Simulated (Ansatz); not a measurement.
# [OH···H···CH2], triplet along the distance O1-H3

Starting geometry:

| atom | x (Å) | y (Å) | z (Å) |
| --- | --- | --- | --- |
| O | -1.1967 | -0.0291 | 0.0000 |
| H | -1.4460 | 0.8974 | 0.0000 |
| H | -0.2371 | -0.0291 | 0.0000 |
| C | 1.4263 | -0.0291 | 0.0000 |
| H | 1.8408 | -0.0291 | 0.9962 |
| H | 1.8408 | -0.0291 | -0.9962 |

From there H3 is moved from one fragment to the other while all else, the fragments' distance too, stays fixed, so the hump isn't the reaction's barrier; atoms are numbered as listed. Energies are in eV, counted from the starting geometry at the same level.

Basis cc-pVDZ; Ansatz 0.2.0. Only valence electrons are correlated (noble-gas cores frozen). R marks a restricted (for open shells ROHF) determinant, U an unrestricted one.

Full CI isn't at hand for all of this; UCCSDT(Q) serves as the reference, and is uncertain by about the last step of the cluster series. The frozen core follows each run's orbitals, which can shift R against U totals by a few meV.

```json
{"distance O1-H3 (Å)": "0.892", "UCCSDT(Q)": "0.167", "error RHF": "-0.110", "error RMP2": "-0.009", "error UMP2": "-0.009", "error RCCSD": "-0.011", "error RCCSD(T)": "-0.002", "error BCCD(T)": "-0.002"}
{"distance O1-H3 (Å)": "0.960", "UCCSDT(Q)": "0.000", "error RHF": "0.000", "error RMP2": "0.000", "error UMP2": "0.000", "error RCCSD": "0.000", "error RCCSD(T)": "0.000", "error BCCD(T)": "0.000"}
{"distance O1-H3 (Å)": "1.041", "UCCSDT(Q)": "0.085", "error RHF": "0.157", "error RMP2": "0.017", "error UMP2": "0.022", "error RCCSD": "0.017", "error RCCSD(T)": "0.003", "error BCCD(T)": "0.003"}
{"distance O1-H3 (Å)": "1.123", "UCCSDT(Q)": "0.300", "error RHF": "0.355", "error RMP2": "0.041", "error UMP2": "0.070", "error RCCSD": "0.038", "error RCCSD(T)": "0.007", "error BCCD(T)": "0.007"}
{"distance O1-H3 (Å)": "1.205", "UCCSDT(Q)": "0.498", "error RHF": "0.590", "error RMP2": "0.036", "error UMP2": "0.165", "error RCCSD": "0.060", "error RCCSD(T)": "0.010", "error BCCD(T)": "0.010"}
{"distance O1-H3 (Å)": "1.287", "UCCSDT(Q)": "0.582", "error RHF": "0.631", "error RMP2": "0.159", "error UMP2": "0.252", "error RCCSD": "0.060", "error RCCSD(T)": "0.009", "error BCCD(T)": "0.009"}
{"distance O1-H3 (Å)": "1.369", "UCCSDT(Q)": "0.538", "error RHF": "0.318", "error RMP2": "0.270", "error UMP2": "0.264", "error RCCSD": "0.037", "error RCCSD(T)": "0.006", "error BCCD(T)": "0.006"}
{"distance O1-H3 (Å)": "1.451", "UCCSDT(Q)": "0.435", "error RHF": "0.060", "error RMP2": "0.238", "error UMP2": "0.239", "error RCCSD": "0.014", "error RCCSD(T)": "0.002", "error BCCD(T)": "0.002"}
{"distance O1-H3 (Å)": "1.533", "UCCSDT(Q)": "0.395", "error RHF": "-0.127", "error RMP2": "0.203", "error UMP2": "0.212", "error RCCSD": "-0.003", "error RCCSD(T)": "-0.002", "error BCCD(T)": "-0.001"}
```

Errors are those of relative energies. In total energy the starting point itself misses UCCSDT(Q) by: RHF 9.340, RMP2 0.994, UMP2 0.981, RCCSD 0.186, RCCSD(T) 0.033, BCCD(T) 0.033 eV.

Spread of the error over the points with a reference, to 1.533 Å (largest less smallest): BCCD(T) 0.012, RCCSD(T) 0.012, RCCSD 0.070, UMP2 0.273, RMP2 0.278, RHF 0.758 eV.
